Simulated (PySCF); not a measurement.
# C6H12 (cis-3-hexene): the cost of one run

Programs: PySCF 2.14.0, with density-fitted response routines of our own. Each step states its level of theory. These are calculated values for one molecule, in the gas phase or a continuum, unless marked as measured. Atoms count from 0, in the outputs and in this text.

## Step 1: Starting geometry

18 atoms, charge 0, multiplicity 1; geometry from: GFN2-xTB. The atoms were then displaced at random by about 0.01 Å, so the start is not that level's minimum.

Bonds of the start (Å): C0–C1 1.52, C1–C2 1.49, C2–C3 1.37, C3–C4 1.49, C4–C5 1.52, C0–H6 1.07, C0–H7 1.11, C0–H8 1.08, C1–H9 1.09, C1–H10 1.09, C2–H11 1.08, C3–H12 1.06, C4–H13 1.09, C4–H14 1.10, C5–H15 1.08, C5–H16 1.10, C5–H17 1.08.

## Step 2: Relaxing the molecule at PBE0-D3(BJ)/def2-SVP

The job: settings as JSON, then the geometry in Å.

```
{"job": {"xc": "PBE0", "basis": "def2-SVP", "d3": "d3bj", "grid": 1, "shake": 0.01, "kind": "geom"}, "charge": 0, "multiplicity": 1}
C     -2.613080    -0.325570     0.168110
C     -1.433350     0.168640    -0.651500
C     -0.557920     1.049080     0.167010
C      0.684780     0.748390     0.668100
C      1.400430    -0.544780     0.489060
C      2.587030    -0.346560    -0.448070
H     -2.294580    -0.898950     1.011820
H     -3.181560     0.555550     0.537150
H     -3.297090    -0.900460    -0.431840
H     -0.885130    -0.694950    -1.014690
H     -1.791740     0.741640    -1.502530
H     -0.951020     2.027820     0.398770
H      1.153060     1.504160     1.239910
H      0.736680    -1.319960     0.120030
H      1.768580    -0.872560     1.476710
H      2.241640    -0.041890    -1.425290
H      3.260460     0.433560    -0.075240
H      3.145290    -1.271200    -0.533240
```

Started as:

```sh
> OMP_NUM_THREADS=1 python probes_run.py task.json out
```

The driver reads the jobs from task.json and runs them one after another.

Q: Estimate the wall time and peak memory of this first job on 1 thread of Arm Neoverse V2, shared host.

About 50 s, with a peak of 0.66 GiB.
